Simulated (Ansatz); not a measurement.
# SiPH2 (quartet): the correlation ladder, cc-pVDZ

One table from this session's results is given with a row withheld; the runs are named, their logs left out.

The runs use Ansatz 0.2.0, Gaussian basis; cc-pVDZ, core rule «outside noble gas», up to 10 orbitals frozen.

The runs, in order: UHF; CCSD(T) on ROHF; CCSD(T) on UHF; BCCD(T) on ROHF; CISD; CCSDT(Q) on ROHF; CCSDT(Q) on UHF.

21 further runs of the same task are left out: 2 for a known fault of the program, 4 that didn't finish, 15 set aside as unsound or not needed.

## What is computed

The geometry is a PBE0/def2-TZVP stationary point (not a proven minimum) of the parent state, kept for this charge and spin.

4 atoms, charge 0, spin multiplicity 4.

Atoms are counted from 1 here; the program's logs count them from 0.

Bond lengths: Si1–P2 2.059 Å, Si1–H3 1.485 Å, Si1–H4 1.485 Å. Angles: P2–Si1–H3 124.2°, P2–Si1–H4 124.2°, H3–Si1–H4 111.6°.

Geometry (Å):

| atom | x (Å) | y (Å) | z (Å) |
| --- | --- | --- | --- |
| Si1 | 0.0000 | 0.0000 | 1.0167 |
| P2 | 0.0000 | 0.0000 | -1.0424 |
| H3 | 0.0000 | 1.2280 | 1.8518 |
| H4 | 0.0000 | -1.2280 | 1.8518 |

The first run:

File in.yaml:

```yaml
crystal:
  periodic: [false, false, false]
  atoms:
    - {symbol: Si, position_ang: [0.000000, 0.000000, 1.016675]}
    - {symbol: P, position_ang: [0.000000, 0.000000, -1.042393]}
    - {symbol: H, position_ang: [0.000000, 1.227985, 1.851803]}
    - {symbol: H, position_ang: [0.000000, -1.227985, 1.851803]}
basis:
  gaussian: {orbitals: cc-pVDZ}
magnetization: {spin_polarized: true, initial_magnetization: 3}
hamiltonian: {xc: hf}
output: {orbitals: {seedname: orbitals}}
```

Launch:

```sh
$ ansatz run in.yaml --threads 1 --pin off --events-out ev --progress --plain --max-ram 2393MiB
```

Among the steps run: UHF; CCSD(T) on ROHF; CCSD(T) on UHF; BCCD(T) on ROHF; CISD; CCSDT(Q) on ROHF; CCSDT(Q) on UHF.

One table of the session follows, with a row left open; its other results are not shown here.

```
   method  from UCCSDT(Q) (kcal/mol)
     ROHF                    +134.15
      UHF                          ?
     RMP2                     +27.66
     UMP2                     +28.75
     CISD                     +13.80
    RCCSD                      +4.26
    UCCSD                      +4.14
 RCCSD(T)                      +0.93
 UCCSD(T)                      +0.92
  BCCD(T)                      +0.92
   RCCSDT                      +0.20
   UCCSDT                      +0.18
RCCSDT(Q)                      +0.01
UCCSDT(Q)                          0
```

Q: Estimate the row for UHF from the others.

As computed: from UCCSDT(Q) (kcal/mol): +128.65. In the column «from UCCSDT(Q) (kcal/mol)» it lies between UMP2 (+28.75) and ROHF (+134.15).

Limits of these values: Restricted and unrestricted rows rest on different reference determinants; where their highest levels disagree by more than a few hundredths of an eV, they describe different states and don't form one ladder.
